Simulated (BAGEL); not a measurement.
# SiN2H6 (SMILES NN[SiH3]): a chain of runs

Aim: a single-point energy (HF/def2-SVP), then a single-point energy (NEVPT2(2,2)/def2-SVP), then the energy (CASPT2(2,2)/def2-SVP) of SiN2H6. 

The results are computed with BAGEL 1.2.2.

2 further runs of the same task are left out: 2 set aside as unsound or not needed.

### 1 The structure to begin with

SiN2H6: 9 atoms, total charge 0, spin state singlet. SMILES: `NN[SiH3]`. One bond was lengthened or shortened from a relaxed shape.

Bond lengths: N1–N2 1.407 Å, N2–Si3 1.714 Å, N1–H4 1.014 Å, N1–H5 1.013 Å, N2–H6 1.005 Å, Si3–H7 1.270 Å, Si3–H8 1.491 Å, Si3–H9 1.486 Å. Some angles: N1–N2–Si3 123.5°, N1–N2–H6 112.1°, Si3–N2–H6 123.5°, N2–N1–H4 110.8°, N2–N1–H5 110.1°, N2–Si3–H7 112.3°, N2–Si3–H8 110.9°, N2–Si3–H9 107.1°, H4–N1–H5 108.5°, H7–Si3–H8 106.4°.

### 2 A single-point energy at HF/def2-SVP (density fitting with svp-jkfit) (run 1)

File input.json:

```json
{ "bagel": [

{
  "title": "molecule",
  "basis": "svp",
  "df_basis": "svp-jkfit",
  "angstrom": true,
  "geometry": [
    { "atom": "N", "xyz": [   -0.360720,    0.879499,   -1.297266 ] },
    { "atom": "N", "xyz": [   -0.087420,    0.662699,    0.065534 ] },
    { "atom": "Si", "xyz": [    0.606480,   -0.782101,    0.673334 ] },
    { "atom": "H", "xyz": [    0.465980,    0.715799,   -1.861666 ] },
    { "atom": "H", "xyz": [   -1.092420,    0.252099,   -1.609766 ] },
    { "atom": "H", "xyz": [   -0.179420,    1.503799,    0.607634 ] },
    { "atom": "H", "xyz": [    1.729200,   -1.040000,    0.139600 ] },
    { "atom": "H", "xyz": [   -0.271720,   -1.952801,    0.390334 ] },
    { "atom": "H", "xyz": [    0.774580,   -0.602801,    2.138834 ] }
  ]
},
{ "title": "hf" },
{ "title": "print", "file": "orbitals.molden", "orbitals": true }

]}
```

Launch:

```bash
$ BAGEL_NUM_THREADS=1 BAGEL input.json > input.out
```

The log of the run:

```text
* using 1 threads per process

  ===============================================================
  ===============================================================

  *** Geometry ***

  { "atom" : "N", "xyz" : [     -0.681662,      1.662012,     -2.451477 ] },
  { "atom" : "N", "xyz" : [     -0.165200,      1.252320,      0.123841 ] },
  { "atom" : "Si", "xyz" : [      1.146081,     -1.477957,      1.272417 ] },
  { "atom" : "H", "xyz" : [      0.880575,      1.352664,     -3.518039 ] },
  { "atom" : "H", "xyz" : [     -2.064375,      0.476398,     -3.042017 ] },
  { "atom" : "H", "xyz" : [     -0.339055,      2.841768,      1.148262 ] },
  { "atom" : "H", "xyz" : [      3.267714,     -1.965315,      0.263806 ] },
  { "atom" : "H", "xyz" : [     -0.513476,     -3.690259,      0.737624 ] },
  { "atom" : "H", "xyz" : [      1.463744,     -1.139129,      4.041810 ] },

  Number of auxiliary basis functions:      390

  Since a DF basis is specified, we compute 2- and 3-index integrals:
    o Being stored without compression. Storage requirement is 0.018 GB

  Number of basis functions:       76
  Number of electrons      :       34

    * METHOD: MOLECULE                             0.14

  *** RHF ***

  === Nuclear Repulsion ===
   118.2455577981

      * DIIS with orbital gradients will be used.

  === RHF iteration (svp) ===
      0       -400.96393254          0.01643998           0.03
      1       -401.06281376          0.00916022           0.03
      2       -401.09174897          0.00145209           0.03
      3       -401.09293498          0.00024132           0.03
      4       -401.09296515          0.00008594           0.03
      5       -401.09296951          0.00002903           0.03
      6       -401.09297023          0.00000779           0.03
      7       -401.09297032          0.00000216           0.03
      8       -401.09297032          0.00000063           0.03
      9       -401.09297032          0.00000020           0.03
     10       -401.09297032          0.00000004           0.03
     11       -401.09297032          0.00000001           0.03
     12       -401.09297032          0.00000001           0.03
    * SCF iteration converged.

    * Permanent dipole moment:
           (   -0.209444,     0.148165,     0.171278) a.u.

    * METHOD: HF                                   0.49

    * METHOD: PRINT                                0.01

  ===============================================================
```

Run time: 0.76 s. Hardware: 1 thread of Arm Neoverse V1, shared host; peak memory 0.15 GiB.

### 3 A single-point energy at NEVPT2(2,2)/def2-SVP (density fitting with svp-jkfit) (run 2)

File calc.json:

```json
{ "bagel": [

{
  "title": "molecule",
  "basis": "svp",
  "df_basis": "svp-jkfit",
  "angstrom": true,
  "geometry": [
    { "atom": "N", "xyz": [   -0.360720,    0.879499,   -1.297266 ] },
    { "atom": "N", "xyz": [   -0.087420,    0.662699,    0.065534 ] },
    { "atom": "Si", "xyz": [    0.606480,   -0.782101,    0.673334 ] },
    { "atom": "H", "xyz": [    0.465980,    0.715799,   -1.861666 ] },
    { "atom": "H", "xyz": [   -1.092420,    0.252099,   -1.609766 ] },
    { "atom": "H", "xyz": [   -0.179420,    1.503799,    0.607634 ] },
    { "atom": "H", "xyz": [    1.729200,   -1.040000,    0.139600 ] },
    { "atom": "H", "xyz": [   -0.271720,   -1.952801,    0.390334 ] },
    { "atom": "H", "xyz": [    0.774580,   -0.602801,    2.138834 ] }
  ]
},
{ "title": "hf", "charge": 0 },
{ "title": "casscf", "nstate": 1, "nact": 2, "nclosed": 16, "charge": 0, "active": [10, 21], "maxiter": 200, "natocc": true },
{
  "title": "nevpt2",
  "nstate": 1,
  "nact": 2,
  "nclosed": 16,
  "charge": 0,
  "active": [10, 21],
  "maxiter": 200,
  "natocc": true,
  "ncore": 7
},
{ "title": "print", "file": "orbitals.molden", "orbitals": true }

]}
```

Launch:

```bash
$ BAGEL_NUM_THREADS=1 BAGEL calc.json > calc.out
```

The log of the run:

```text
* using 1 threads per process

  ===============================================================
  ===============================================================

  *** Geometry ***

  { "atom" : "N", "xyz" : [     -0.681662,      1.662012,     -2.451477 ] },
  { "atom" : "N", "xyz" : [     -0.165200,      1.252320,      0.123841 ] },
  { "atom" : "Si", "xyz" : [      1.146081,     -1.477957,      1.272417 ] },
[... 5 lines of this table left out ...]
  { "atom" : "H", "xyz" : [      1.463744,     -1.139129,      4.041810 ] },

  Number of auxiliary basis functions:      390

  Since a DF basis is specified, we compute 2- and 3-index integrals:
    o Being stored without compression. Storage requirement is 0.018 GB

  Number of basis functions:       76
  Number of electrons      :       34

    * METHOD: MOLECULE                             0.14

  *** RHF ***

  === Nuclear Repulsion ===
   118.2455577981

      * DIIS with orbital gradients will be used.

  === RHF iteration (svp) ===
      0       -400.96393254          0.01643998           0.03
      1       -401.06281376          0.00916022           0.03
      2       -401.09174897          0.00145209           0.03
[... 9 lines of this table left out ...]
     12       -401.09297032          0.00000001           0.03
    * SCF iteration converged.

    * Permanent dipole moment:
           (   -0.209444,     0.148165,     0.171278) a.u.

    * METHOD: HF                                   0.49

  ---------------------------
      CASSCF calculation
  ---------------------------

    ==== Active orbitals : =====
         Orbital 10
         Orbital 21
    ============================

    * nstate   :      1
    * nclosed  :     16
    * nact     :      2
    * nvirt    :     58
  === CASSCF iteration (svp) ===

    * Using the second-order algorithm

      0  0      -401.09309358     3.34e-05      0.01

      1  0      -401.09359522     9.83e-05      0.12
[... 25 lines of this table left out ...]
     14  0      -401.10595242     4.77e-09      0.14

    * Second-order optimization converged. *

     guess   0:   closed 1.                   open ..

  === FCI iteration ===

      0  0      -401.09282060     6.94e-02      0.00
      1  0      -401.10594613     1.16e-03      0.00
      2  0 *    -401.10595242     3.52e-16      0.00

     * ci vector, state   0, <S^2> = 0.0000
       2.     0.9955479576
       .2    -0.0942563739

    * METHOD: CASSCF                               2.38

    * freezing 7 orbitals

  === DF-NEVPT2 calculation ===

    * 3-index integral transformation done
    * assembly done

      NEVPT2 correlation energy:   -0.4309351292      0.12

          (+0)     -0.3999884302
          (+0)'    -0.0029119064
          (+1)     -0.0050881697
          (+1)'    -0.0000000000
          (+2)     -0.0001371036
          (-1)     -0.0126175841
          (-1)'     0.0000000000
          (-2)     -0.0101919351

      NEVPT2 total energy:       -401.5368875522

    * METHOD: NEVPT2                               0.19

    * METHOD: PRINT                                0.01

  ===============================================================
```

Wall time 3.6 s (1 thread of Arm Neoverse V1, shared host); peak memory 0.15 GiB.

### 4 A single-point energy at CASPT2(2,2)/def2-SVP (density fitting with svp-jkfit) (run 3)

File job.json:

```json
{ "bagel": [

{
  "title": "molecule",
  "basis": "svp",
  "df_basis": "svp-jkfit",
  "angstrom": "true",
  "geometry": [
    { "atom": "N", "xyz": [      -0.360720,       0.879499,      -1.297266 ] },
    { "atom": "N", "xyz": [      -0.087420,       0.662699,       0.065534 ] },
    { "atom": "Si", "xyz": [       0.606480,      -0.782101,       0.673334 ] },
    { "atom": "H", "xyz": [       0.465980,       0.715799,      -1.861666 ] },
    { "atom": "H", "xyz": [      -1.092420,       0.252099,      -1.609766 ] },
    { "atom": "H", "xyz": [      -0.179420,       1.503799,       0.607634 ] },
    { "atom": "H", "xyz": [       1.729200,      -1.040000,       0.139600 ] },
    { "atom": "H", "xyz": [      -0.271720,      -1.952801,       0.390334 ] },
    { "atom": "H", "xyz": [       0.774580,      -0.602801,       2.138834 ] }
  ]
},

{
  "title": "hf"
},

{
  "title": "casscf",
  "nstate": 1,
  "nact": 2,
  "nclosed": 16,
  "active": [10, 21],
  "maxiter": 200,
  "natocc": "true"
},

{
  "title": "print",
  "file": "orbitals.molden",
  "orbitals": "true"
},

{
  "title": "smith",
  "method": "caspt2",
  "ms": "true",
  "xms": "true",
  "sssr": "true",
  "shift": 0.2,
  "shift_imag": "true",
  "ncore": 7
}

]}
```

Launch:

```bash
$ BAGEL_NUM_THREADS=1 BAGEL job.json > job.out
```

The log of the run:

```text
* using 1 threads per process

  ===============================================================
  ===============================================================

  *** Geometry ***

  { "atom" : "N", "xyz" : [     -0.681662,      1.662012,     -2.451477 ] },
  { "atom" : "N", "xyz" : [     -0.165200,      1.252320,      0.123841 ] },
  { "atom" : "Si", "xyz" : [      1.146081,     -1.477957,      1.272417 ] },
[... 5 lines of this table left out ...]
  { "atom" : "H", "xyz" : [      1.463744,     -1.139129,      4.041810 ] },

  Number of auxiliary basis functions:      390

  Since a DF basis is specified, we compute 2- and 3-index integrals:
    o Being stored without compression. Storage requirement is 0.018 GB

  Number of basis functions:       76
  Number of electrons      :       34

    * METHOD: MOLECULE                             0.14

  *** RHF ***

  === Nuclear Repulsion ===
   118.2455577981

      * DIIS with orbital gradients will be used.

[... 6 lines left out ...]
    * SCF iteration converged.
[... 1 line left out ...]
    * Permanent dipole moment:
[... 27 lines left out ...]
    * Second-order optimization converged. *
[... 9 lines left out ...]
     * ci vector, state   0, <S^2> = 0.0000
[... 16 lines left out ...]
    * Zeroth order energy : state  0       -0.9867458588
[... 3 lines left out ...]
      -------------------------------------------  CASPT2 iteration  ---------------------------------------------------
       #      aibj      arbs      arbi      airj      risj      airs      arst      rist         Etot      error   time
      ------------------------------------------------------------------------------------------------------------------

       0  -0.39924  -0.01228  -0.01283  -0.00582  -0.00021  -0.00255  -0.00000  -0.00000   -0.4329287  0.0011907   0.05
       1  -0.39947  -0.01234  -0.01287  -0.00598  -0.00023  -0.00262   0.00000  -0.00000   -0.4335123  0.0002110   0.04
       2  -0.39948  -0.01233  -0.01288  -0.00598  -0.00023  -0.00262  -0.00000  -0.00000   -0.4335304  0.0000506   0.04
       3  -0.39948  -0.01233  -0.01289  -0.00598  -0.00023  -0.00262   0.00000  -0.00000   -0.4335313  0.0000116   0.04
       4  -0.39948  -0.01233  -0.01289  -0.00598  -0.00023  -0.00262   0.00000  -0.00000   -0.4335313  0.0000024   0.04
       5  -0.39948  -0.01233  -0.01289  -0.00598  -0.00023  -0.00262  -0.00000  -0.00000   -0.4335313  0.0000005   0.05

      ------------------------------------------------------------------------------------------------------------------

    * CASPT2 energy : state  0     -401.5414256213
        w/o shift correction       -401.5394837493
        reference weight              0.8803848289

    * METHOD: SMITH                                0.39

  ===============================================================
```

It took 3.6 s on 1 thread of Arm Neoverse V1, shared host; peak memory 0.15 GiB.

### 5 Summary of results

| quantity | value |
| --- | --- |
| run 1, HF/def2-SVP: total energy | -401.09297 Eh |
| run 1, HF/def2-SVP: dipole moment | 0.78 D |
| run 1, HF/def2-SVP: HOMO energy | -10.41 eV |
| run 1, HF/def2-SVP: LUMO energy | 4.26 eV |
| run 1, HF/def2-SVP: HOMO–LUMO gap | 14.67 eV |
| run 2, NEVPT2(2,2)/def2-SVP: total energy | -401.53689 Eh |
| run 3, CASPT2(2,2)/def2-SVP: total energy | -401.54143 Eh |
